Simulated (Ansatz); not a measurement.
`NC(N)(N)S`. Total charge 0; spin multiplicity 1. All single points use the PBE0-D4/def2-TZVP geometry. It is one conformer, not always the lowest.

```xyz
12

N     0.566   -0.994    0.877
C    -0.037    0.053    0.116
N     0.753    1.238    0.363
N    -0.162   -0.450   -1.234
S    -1.745    0.585    0.653
H     0.609   -0.736    1.853
H     0.038   -1.850    0.777
H     1.726    1.038    0.165
H     0.439    2.012   -0.206
H    -0.563    0.252   -1.842
H     0.755   -0.714   -1.578
H    -2.379   -0.436    0.056
```

Q: What is the dipole moment at PBE/def2-TZVPP? (Estimate.)

A: Computed: 1.91 D, with components (1.22, -0.37, -1.42) D in this frame, pointing from negative to positive charge.

Q: And with r2SCAN, B3LYP, ωB97M-V? (An estimate is asked.)

A: The calculation gave: r2SCAN 1.99 D, B3LYP 1.88 D, ωB97M-V 1.87 D.

Q: Give the Mulliken charges with PBE, ωB97M-V, r2SCAN in def2-TZVPP. (Estimate.)

A: Ansatz gave: 
```csv
atom,PBE,ωB97M-V,r2SCAN
N1,-0.32,-0.28,-0.33
C2,0.23,0.22,0.29
N3,-0.31,-0.27,-0.33
N4,-0.32,-0.28,-0.34
S5,-0.25,-0.19,-0.24
H6,0.16,0.13,0.15
H7,0.15,0.12,0.15
H8,0.14,0.11,0.14
H9,0.14,0.11,0.14
H10,0.14,0.11,0.13
H11,0.13,0.11,0.14
H12,0.10,0.11,0.10
```

B3LYP here is the variant with VWN-RPA as its local correlation; programs differ in this.
